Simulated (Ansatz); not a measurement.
Grey tin (α-Sn), treated with r²SCAN50 (Ansatz, a program for electronic structure, plane waves, PAW).

Settings: plane-wave cutoff 520 eV, 8×8×8 k mesh, Fermi–Dirac smearing 0.01 eV, scalar-relativistic PAW data made under PBE.

The direct gap at Γ against volume; x = 100 ln(V/33.585 Å³). One gap is withheld.

| V (Å³/atom) | x | gap (eV) |
|---|---|---|
| 31.906 | -5.13 | ? |
| 33.065 | -1.56 | 1.885 |
| 33.585 | 0.00 | 1.724 |
| 34.425 | 2.47 | 1.467 |
| 35.117 | 4.46 | 1.259 |

Fit a straight line to the rows shown, give the volume deformation potential and predict the withheld gap.

Means of the 4 rows: x̄ = 1.343, ȳ = 1.5838 eV. Σ(x − x̄)(y − ȳ) = -2.2067 and Σ(x − x̄)² = 21.217, so the slope is -0.1040 eV per unit of x, and dE_g/d ln V = -10.4 eV. At x = -5.13: 1.5838 + (-0.1040) × (-5.13 − (1.343)) = 2.257 eV. The run gives 2.254 eV, 0.003 eV below the line.

Measured, for comparison: band gap 0 eV (temperature not stated, not corrected to a static lattice; as tabulated in Das et al. (2018), arXiv:1807.05623).

Spin–orbit coupling is not included.
